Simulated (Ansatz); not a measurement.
in.yaml

```yaml
crystal:
  periodic: [false, false, false]
  atoms:
    - {symbol: Si, position_ang: [0.000000, 0.000000, 1.639800]}
    - {symbol: N, position_ang: [0.000000, 0.000000, -0.021300]}
    - {symbol: Si, position_ang: [0.000000, 0.000000, -1.618500]}
basis:
  gaussian: {orbitals: "6-31G*"}
total_charge: 1
magnetization: {spin_polarized: true, initial_magnetization: 2}
correlation: {method: bccd, electrons: valence}
scf: {lower_state_search: off}
output: {forces: true}
```

```sh
$ ansatz run in.yaml --threads 1 --pin off --events-out ev --progress --plain --max-ram 2393MiB
```

The program prints:

```
these checks for a lower state are left out or cut short: starts, cluster_reference, orbital_swaps, neighbouring_geometries, increment
471 factors; integrals over basis functions are off by at most 1.1e-3 eV
mean field evaluation 1: about -17184.3552 eV, gradient 4.7e1 eV
mean field evaluation 2: about -17184.3968 eV, gradient 4.7e1 eV
mean field evaluation 4: about -17194.3855 eV, gradient 4.0e0 eV
mean field evaluation 8: about -17194.6357 eV, gradient 4.7e-1 eV
mean field evaluation 16: about -17195.5050 eV, gradient 3.4e-1 eV
mean field -17195.51123702 eV, -631.9233824244 hartree, gradient 2.0e-6 eV, S^2 2.015510; 0 other end points of the search recorded, 0 dependent functions left out
11 core orbitals not correlated: weight in the atoms' cores, before any rotation towards them, 1.000 or more for the frozen orbitals, at most 0.000 for the correlated occupied ones
reference -17195.51123702 eV, -631.9233824244 hartree; 7, 5 occupied and 35, 37 virtual orbitals, 471 factors
second order -7.26219272 eV of doubles, -0.00000000 eV of singles
cycle   1  -7.34040865 eV  change   -7.8e-2 eV  update   1.2e-1
cycle   2  -7.66486625 eV  change   -3.2e-1 eV  update   4.8e-2
cycle   3  -7.79802516 eV  change   -1.3e-1 eV  update   3.9e-2
cycle   4  -7.80829162 eV  change   -1.0e-2 eV  update   2.5e-2
cycle   5  -7.83519220 eV  change   -2.7e-2 eV  update   2.0e-2
cycle   6  -7.85796020 eV  change   -2.3e-2 eV  update   1.5e-2
cycle   7  -7.86003589 eV  change   -2.1e-3 eV  update   1.1e-2
cycle   8  -7.87738907 eV  change   -1.7e-2 eV  update   7.6e-3
cycle   9  -7.87362523 eV  change    3.8e-3 eV  update   6.8e-3
cycle  10  -7.85925002 eV  change    1.4e-2 eV  update   5.9e-3
cycle  11  -7.85526948 eV  change    4.0e-3 eV  update   2.8e-3
cycle  12  -7.84965505 eV  change    5.6e-3 eV  update   1.7e-3
cycle  13  -7.84579429 eV  change    3.9e-3 eV  update   6.8e-4
cycle  14  -7.84693601 eV  change   -1.1e-3 eV  update   2.4e-4
cycle  15  -7.84692129 eV  change    1.5e-5 eV  update   1.2e-4
cycle  16  -7.84702360 eV  change   -1.0e-4 eV  update   5.8e-5
cycle  17  -7.84685635 eV  change    1.7e-4 eV  update   3.2e-5
cycle  18  -7.84685808 eV  change   -1.7e-6 eV  update   1.9e-5
cycle  19  -7.84689370 eV  change   -3.6e-5 eV  update   1.0e-5
cycle  20  -7.84687918 eV  change    1.5e-5 eV  update   5.3e-6
cycle  21  -7.84687818 eV  change    1.0e-6 eV  update   3.3e-6
cycle  22  -7.84688079 eV  change   -2.6e-6 eV  update   2.5e-6
cycle  23  -7.84688250 eV  change   -1.7e-6 eV  update   1.7e-6
cycle  24  -7.84688265 eV  change   -1.5e-7 eV  update   1.1e-6
cycle  25  -7.84688205 eV  change    6.0e-7 eV  update   6.1e-7
the calculation of the forces begins
Total energy: -17203.35811907 eV, -632.2117500207 hartree
Atom 0 at     0.000000     0.000000     1.639800 Å, force     0.000000    -0.000000    -0.462897 eV/Å
Atom 1 at     0.000000     0.000000    -0.021300 Å, force     0.000000    -0.000000     1.431064 eV/Å
Atom 2 at     0.000000     0.000000    -1.618500 Å, force     0.000000     0.000000    -0.968167 eV/Å
Dipole moment:    -0.000000     0.000000     0.224283 e Å
Checks for a lower state left out: starts, cluster_reference, orbital_swaps, neighbouring_geometries, increment
```

Forces (eV/Å):
```
Si   0.000  0.000 -0.463
N    0.000  0.000  1.431
Si   0.000  0.000 -0.968
```

Ran on 1 thread of Intel Xeon 6975P-C, shared host: 4 s wall, 0.22 GiB peak host memory.
